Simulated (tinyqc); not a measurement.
Inside a calculation. Method: extended Hueckel theory, for CO. One step of it, computed by the program tinyqc.

Task: Mulliken analysis. P = C n C^T; charge = valence electrons (C 4, O 6) minus the sum of (P S)_ii on the atom; overlap population = 2 sum P_ij S_ij between two atoms.

coefficients, order 1C 2s, 1C 2px, 1C 2py, 1C 2pz, 2O 2s, 2O 2px, 2O 2py, 2O 2pz:
$$\begin{pmatrix}
0.321638 & 0.624531 & 0.000000 & 0.000000 & 0.428016 & 0.000000 & 0.000000 & -1.214955 \\
0.000000 & 0.000000 & 0.340799 & -0.198988 & 0.000000 & 0.784756 & -0.571806 & 0.000000 \\
0.000000 & 0.000000 & 0.198988 & 0.340799 & 0.000000 & 0.571806 & 0.784756 & 0.000000 \\
0.121301 & -0.381148 & 0.000000 & 0.000000 & -0.544634 & 0.000000 & 0.000000 & -1.325860 \\
0.751996 & -0.288005 & 0.000000 & 0.000000 & 0.076765 & 0.000000 & 0.000000 & 1.433081 \\
0.000000 & 0.000000 & 0.697947 & -0.407522 & 0.000000 & -0.539349 & 0.392992 & 0.000000 \\
0.000000 & 0.000000 & 0.407522 & 0.697947 & 0.000000 & -0.392992 & -0.539349 & 0.000000 \\
0.037296 & -0.555723 & 0.000000 & 0.000000 & 0.725456 & 0.000000 & 0.000000 & -0.907060
\end{pmatrix}$$

occupations: [2.000000, 2.000000, 2.000000, 2.000000, 2.000000, 0.000000, 0.000000, 0.000000]

overlap S, order 1C 2s, 1C 2px, 1C 2py, 1C 2pz, 2O 2s, 2O 2px, 2O 2py, 2O 2pz:
$$\begin{pmatrix}
1.000000 & 0.000000 & 0.000000 & 0.000000 & 0.471776 & 0.000000 & 0.000000 & -0.349088 \\
0.000000 & 1.000000 & 0.000000 & 0.000000 & 0.000000 & 0.299507 & 0.000000 & 0.000000 \\
0.000000 & 0.000000 & 1.000000 & 0.000000 & 0.000000 & 0.000000 & 0.299507 & 0.000000 \\
0.000000 & 0.000000 & 0.000000 & 1.000000 & 0.535010 & 0.000000 & 0.000000 & -0.276531 \\
0.471776 & 0.000000 & 0.000000 & 0.535010 & 1.000000 & 0.000000 & 0.000000 & 0.000000 \\
0.000000 & 0.299507 & 0.000000 & 0.000000 & 0.000000 & 1.000000 & 0.000000 & 0.000000 \\
0.000000 & 0.000000 & 0.299507 & 0.000000 & 0.000000 & 0.000000 & 1.000000 & 0.000000 \\
-0.349088 & 0.000000 & 0.000000 & -0.276531 & 0.000000 & 0.000000 & 0.000000 & 1.000000
\end{pmatrix}$$

Give: charges; Overlap populations.

Result:

charges: 1C 0.3525, 2O -0.3525

Overlap populations:
```
pair     value
2-1   1.515931
```
